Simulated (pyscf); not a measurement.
Single points on ωB97X-D3(BJ)/def2-SVP structures (PySCF, gas phase).

### Question
PBE/def2-TZVP puts the barrier of `[Cl][AlH][Cl]` + `[CH3]` [doublet] -> `[Cl][Al][Cl]` [doublet] + `[CH4]` (hydrogen abstraction; doublet surface; Al–H broken, C–H formed) at -0.03 eV and the reaction energy at -1.27 eV, from the separated reactants. What do r²SCAN/def2-TZVP, M06-2X/def2-TZVP, ωB97M-D3(BJ)/def2-TZVP give on the same structures?

### Answer
r²SCAN: ΔE‡ = 0.14 eV, ΔE = -1.07 eV; M06-2X: ΔE‡ = 0.19 eV, ΔE = -1.25 eV; ωB97M-D3(BJ): ΔE‡ = 0.23 eV, ΔE = -1.04 eV. PBE's barrier lies under all of them, by 0.16 to 0.26 eV. Its reaction energy lies under all of them, by 0.01 to 0.23 eV. At PBE this geometry lies under the reactants; that is no barrier but a single point on another level's saddle; such a level's own saddle, if it has one, lies nearer that side and is low. One saddle was located; it need not be the lowest between these sides. The angle at the transferred H is 180°.
